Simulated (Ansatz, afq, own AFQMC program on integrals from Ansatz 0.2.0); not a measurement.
Integrals from Ansatz 0.2.0, then the random walk in our own AFQMC program (afq).

```yaml
crystal:
  periodic: [false, false, false]
  atoms:
    - {symbol: N, position_ang: [0.000000, 0.000000, 0.000000]}
basis:
  gaussian: {orbitals: cc-pVQZ}
magnetization: {spin_polarized: true, initial_magnetization: 3}
correlation: {method: ccsd_t, electrons: outside_noble_gas, hamiltonian_folder: ham}
```

```sh
$ ansatz run in.yaml --threads 1 --pin off --events-out ev --progress --plain --max-ram 15360MiB --backend cuda --devices 0, --max-vram 18GiB
```

Options of the walk:

```
--method free --trial cisd --walkers 4000 --time-step 0.03 --max-blocks 4000 --target-error 0.00028 --factor-cut 1e-05 --seed 6519 --times 0,0.3,0.6,1.2,1.8,2.4,3.6,4.8,6 --taylor-order 8
```

Times are imaginary, in 1/Eh. The walk had a cap of 115 s.

afq prints:

```
orbitals 54  electrons 4 1  factors 329 of 329
reference energy -54.40371795 Eh
CCSD correlation -0.11829660 Eh in 7 cycles, weight of the determinant in the CISD state 0.9635
repeat  energy at the last time / Eh  error
    10  -54.524991  0.000273
    20  -54.525162  0.000142
    30  -54.525173  0.000095
time / (1/Eh)  energy / Eh  error  mean overlap
  0.00  -54.522015  0.000002  1.0378
  0.30  -54.524601  0.000008  1.0336
  0.60  -54.525003  0.000009  1.0310
  1.20  -54.525173  0.000013  1.0261
  1.80  -54.525199  0.000015  1.0204
  2.40  -54.525184  0.000018  1.0163
  3.60  -54.525205  0.000020  1.0042
  4.80  -54.525247  0.000025  0.9919
  6.00  -54.525176  0.000092  0.9733
energy -54.525176 +/- 0.000092 Eh
```

The run failed at least one of its tests; the cautions name the faults.

Against this walk (error 2.5 meV) on the same determinant: CCSD(T) 9.6 meV higher, CCSDT(Q) 0.9 meV lower (within the noise), full CI (a separate run on its own orbitals, whose frozen core shifts it by up to a few meV) 4.5 meV higher (within the noise). The error is statistical, and a free projection of finite length keeps a remainder of its start.

Cautions: remainder of the start not in the error; phase noise grows fast; full CI with its own frozen core.

The walk took 76 s on 2 threads of a server CPU with a shared H100 80 GB, shared host (the card was shared). The log's last line is the free-projection energy.

CCSDT and higher add their correlation energy to the determinant of the CCSD(T) run, since their own runs factorise the integrals more tightly (a shift of under 2 meV). A walk keeps the symmetry of its determinant, which the program's search chose and which needn't be the lowest solution, so a lower state of the same spin and another symmetry isn't excluded.
